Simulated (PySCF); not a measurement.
Gas-phase thermal properties of AlH₂Cl

Computed with PySCF (xtb for GFN2) and rigid-rotor harmonic-oscillator thermochemistry at 1 bar. 6-31G* has spherical d functions here. All species are closed-shell singlets. B3LYP is the form with VWN-RPA correlation. AlH₂Cl: computed as isolated molecules; such fragments, hydroxides, amides, oligomers or adducts are transient or little studied in the gas. The harmonic model lacks anharmonicity and excited electronic states, which grow with temperature; levels with a mode under 35 cm⁻¹ are left out.

```tsv
level	point group	σ	ZPE (kJ/mol)	S°298 (J/mol/K)	Cp298 (J/mol/K)	S°1000 (J/mol/K)	H1000 − H298 (kJ/mol)
B3LYP/6-31G*	C2v	2	38.1	253.6	50.7	329.2	45.4
GFN2-xTB	C2v	2	36.3	252.9	51.0	329.3	45.9
HF/6-31G*	C2v	2	40.3	252.4	49.4	326.7	44.7
PBE/def2-SVP	C2v	2	37.2	253.8	50.9	329.9	45.7
PBE0/def2-TZVP	C2v	2	38.0	253.3	50.7	329.1	45.5
```
σ: rotational symmetry number. Electronic degeneracy used: 1. Frequencies are unscaled.
